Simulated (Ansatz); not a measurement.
SiNH2F (SMILES N[Si]F): where methods fail along a bond

SiNH2F: 5 atoms, total charge 0, spin state singlet. SMILES: `N[Si]F`. Geometry: relaxed at PBE0-D4/def2-TZVP. This is one conformer, not always the lowest.

```xyz
5

N    -0.4213    0.2401   -0.3311
Si    0.1361   -1.1336    0.5051
F     1.5654   -0.5488    1.0015
H     0.0854    1.1096   -0.4209
H    -1.3157    0.2591   -0.7960
```

The N1–H4 distance is scanned; the parts on either side stay rigid. Basis STO-3G, 7 core orbitals frozen in the correlated methods; program Ansatz 0.2.0. FCI is exact within this basis and core. Energies in eV from each method's value at 1.010 Å; methods without a U are spin-restricted. The shape above is that at 1.010 Å.

```csv
distance (Å),SVWN5,PBE0,B3LYP,wB97X,wB97M-V,CCSDT,FCI
1.010,0.00,0.00,0.00,0.00,0.00,0.00,0.00
1.263,0.71,0.82,0.75,0.86,0.83,0.71,0.71
1.516,2.23,2.51,2.34,2.64,2.55,2.24,2.23
2.021,4.86,5.47,5.13,5.88,5.71,4.32,4.28
2.526,6.39,7.19,6.78,7.96,7.75,4.90,4.83
```

Departure from the FCI curve at its largest: SVWN5 +1.57 eV at 2.53 Å; PBE0 +2.37 eV at 2.53 Å; B3LYP +1.95 eV at 2.53 Å; wB97X +3.14 eV at 2.53 Å; wB97M-V +2.93 eV at 2.53 Å; CCSDT +0.07 eV at 2.53 Å. Restricted functionals keep the electrons paired too, and rise too high.
